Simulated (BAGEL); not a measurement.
# BHSCl (SMILES S[B]Cl) at ROHF/6-31G(d) (density fitting with qzvpp-jkfit, spherical functions)

Aim: the vertical doublet–quartet gap of BHSCl at ROHF/6-31G* (density fitting with qzvpp-jkfit, spherical functions), from 2 runs. 

The results are computed with BAGEL 1.2.2.

## (1) The structure to begin with

BHSCl: 4 atoms, total charge 0, spin state doublet. As SMILES, `S[B]Cl`. The coordinates come from a PBE0-D4/def2-TZVP relaxation.

Bond lengths: S1–B2 1.766 Å, B2–Cl3 1.722 Å, S1–H4 1.344 Å. Angles: S1–B2–Cl3 124.8°, B2–S1–H4 96.3°.

## (2) The energy at ROHF/6-31G(d) (density fitting with qzvpp-jkfit, spherical functions)

Contents of hf.json:

```json
{ "bagel" : [

{
  "title" : "molecule",
  "basis" : "6-31gs.json",
  "df_basis" : "qzvpp-jkfit",
  "angstrom" : "true",
  "geometry" : [
    { "atom" : "S", "xyz" : [       0.566400,      -0.789100,       0.531400 ] },
    { "atom" : "B", "xyz" : [      -0.299600,       0.475700,      -0.345800 ] },
    { "atom" : "Cl", "xyz" : [      -2.014100,       0.616000,      -0.427300 ] },
    { "atom" : "H", "xyz" : [       1.802900,      -0.362900,       0.221400 ] }
  ]
},

{
  "title" : "rohf",
  "nopen" : 1
},

{
  "title" : "print",
  "file" : "orbitals.molden",
  "orbitals" : "true"
}

]}
```

The basis set 6-31G* is read from a file made from the Basis Set Exchange's data (not shown).

Run with:

```bash
$ BAGEL_NUM_THREADS=1 BAGEL hf.json > hf.out
```

Standard output:

```text
* using 1 threads per process

  ===============================================================
  ===============================================================

  *** Geometry ***

  { "atom" : "S", "xyz" : [      1.070341,     -1.491183,      1.004200 ] },
  { "atom" : "B", "xyz" : [     -0.566162,      0.898943,     -0.653467 ] },
  { "atom" : "Cl", "xyz" : [     -3.806097,      1.164071,     -0.807480 ] },
  { "atom" : "H", "xyz" : [      3.406987,     -0.685782,      0.418385 ] },

  Number of auxiliary basis functions:      349

  Since a DF basis is specified, we compute 2- and 3-index integrals:
    o Being stored without compression. Storage requirement is 0.008 GB

  Number of basis functions:       52
  Number of electrons      :       39

    * METHOD: MOLECULE                             0.10

  *** Open-shell HF ***

  === Nuclear Repulsion ===
   106.3450801965

      * DIIS with orbital gradients will be used.

  === ROHF iteration (6-31gs.json) ===
      0       -882.19931577          0.01906060           0.04
      1       -882.24773129          0.00741642           0.04
      2       -882.25786304          0.00349785           0.04
      3       -882.26052018          0.00168915           0.04
      4       -882.26139122          0.00034712           0.04
      5       -882.26156641          0.00012050           0.04
      6       -882.26158810          0.00002489           0.04
      7       -882.26159519          0.00000953           0.04
      8       -882.26159666          0.00000354           0.04
      9       -882.26159706          0.00000108           0.04
     10       -882.26159719          0.00000038           0.04
     11       -882.26159719          0.00000013           0.04
     12       -882.26159718          0.00000006           0.04
     13       -882.26159718          0.00000002           0.04
     14       -882.26159717          0.00000001           0.04
    * SCF iteration converged.

    * S^2 (ROHF) is 0.7500

    * Permanent dipole moment:
           (   -0.613260,    -0.060044,     0.047921) a.u.

    * METHOD: ROHF                                 0.66

    * METHOD: PRINT                                0.01

  ===============================================================
```

Run time: 0.89 s. Hardware: 1 thread of Arm Neoverse V1, shared host.

## (3) The quartet

Contents of calc.json:

```json
{ "bagel": [

{
  "title": "molecule",
  "basis": "6-31gs.json",
  "df_basis": "qzvpp-jkfit",
  "angstrom": true,
  "geometry": [
    { "atom": "S", "xyz": [       0.566400,      -0.789100,       0.531400 ] },
    { "atom": "B", "xyz": [      -0.299600,       0.475700,      -0.345800 ] },
    { "atom": "Cl", "xyz": [      -2.014100,       0.616000,      -0.427300 ] },
    { "atom": "H", "xyz": [       1.802900,      -0.362900,       0.221400 ] }
  ]
},

{ "title": "rohf", "nopen": 3 },

{ "title": "print", "file": "orbitals.molden", "orbitals": true }

]}
```

The basis set 6-31G* is read from a file made from the Basis Set Exchange's data (not shown).

Run with:

```bash
$ BAGEL_NUM_THREADS=1 BAGEL calc.json > calc.out
```

Standard output:

```text
* using 1 threads per process

  ===============================================================
  ===============================================================

  *** Geometry ***

  { "atom" : "S", "xyz" : [      1.070341,     -1.491183,      1.004200 ] },
  { "atom" : "B", "xyz" : [     -0.566162,      0.898943,     -0.653467 ] },
  { "atom" : "Cl", "xyz" : [     -3.806097,      1.164071,     -0.807480 ] },
  { "atom" : "H", "xyz" : [      3.406987,     -0.685782,      0.418385 ] },

  Number of auxiliary basis functions:      349

  Since a DF basis is specified, we compute 2- and 3-index integrals:
    o Being stored without compression. Storage requirement is 0.008 GB

  Number of basis functions:       52
  Number of electrons      :       39

    * METHOD: MOLECULE                             0.10

  *** Open-shell HF ***

  === Nuclear Repulsion ===
   106.3450801965

      * DIIS with orbital gradients will be used.

  === ROHF iteration (6-31gs.json) ===
      0       -881.98431318          0.02611686           0.04
      1       -882.07075733          0.00943013           0.04
      2       -882.08577624          0.00378213           0.04
      3       -882.08900402          0.00170637           0.04
      4       -882.09002824          0.00034759           0.04
      5       -882.09024614          0.00011168           0.04
      6       -882.09026739          0.00002980           0.04
      7       -882.09027702          0.00001149           0.04
      8       -882.09027791          0.00000364           0.04
      9       -882.09027840          0.00000120           0.04
     10       -882.09027845          0.00000046           0.04
     11       -882.09027845          0.00000015           0.04
     12       -882.09027846          0.00000007           0.04
     13       -882.09027846          0.00000003           0.04
     14       -882.09027846          0.00000002           0.04
     15       -882.09027846          0.00000001           0.04
     16       -882.09027846          0.00000001           0.04
    * SCF iteration converged.

    * S^2 (ROHF) is 3.7500

    * Permanent dipole moment:
           (   -1.779865,     1.120569,    -0.767468) a.u.

    * METHOD: ROHF                                 0.75

    * METHOD: PRINT                                0.01

  ===============================================================
```

Run time: 0.99 s. Hardware: 1 thread of Arm Neoverse V1, shared host.

## (4) What came out

Level: ROHF/6-31G* (density fitting with qzvpp-jkfit, spherical functions).

```
                                        quantity          value
                           doublet: total energy  -882.26160 Eh
                          doublet: dipole moment         1.57 D
                                   doublet: ⟨S²⟩          0.750
                           quartet: total energy  -882.09028 Eh
                          quartet: dipole moment         5.69 D
                                   quartet: ⟨S²⟩          3.750
vertical energy of the quartet above the doublet       4.662 eV
```

At this shape the quartet lies 4.66 eV (450 kJ/mol) above the doublet.
